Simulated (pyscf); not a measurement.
Optimised with ωB97X-D3(BJ)/def2-SVP in PySCF. MP2 and CC: frozen core, UHF for open shells. ΔMP2 is the change of the MP2 total energy from the triple- to the quadruple-zeta basis.

Q: How much does it cost (ΔH, 298 K, CCSD(T)/def2-TZVPP + ΔMP2(QZVPP)) to split :HSi–AsH₂ (SMILES [SiH][AsH2]) [singlet] at its As–H bond into [HSi=AsH]• + H•?

A: As–H to [HSi=AsH]• + H•: 66.4 kcal/mol. The radicals are drawn with the spin at the cut bond; how far it spreads was not checked. :HSi–AsH₂ [singlet] lies 16.8 kcal/mol over its isomer H₂Si=AsH, and others may lie lower still (electronic energy, ωB97M-D3(BJ)). [HSi=AsH]• lies 13.8 kcal/mol over its isomer H₂Si=As•, and others may lie lower still (electronic energy, ωB97M-D3(BJ)). The CCSD(T) − MP2 part came from Ansatz, without density fitting, on the same reference. An open-shell T1 diagnostic exceeds 0.045. A UHF reference is spin-contaminated (<S²> up to 1.20), which harms MP2 most. The frozen core leaves the outer d or s,p core shells of the metals and heavy elements correlated in the MP2 and CC values, and def2-TZVPP describes them poorly, which can shift differences by a few kcal/mol. Elements up to Kr have no core potential and no relativistic terms here.
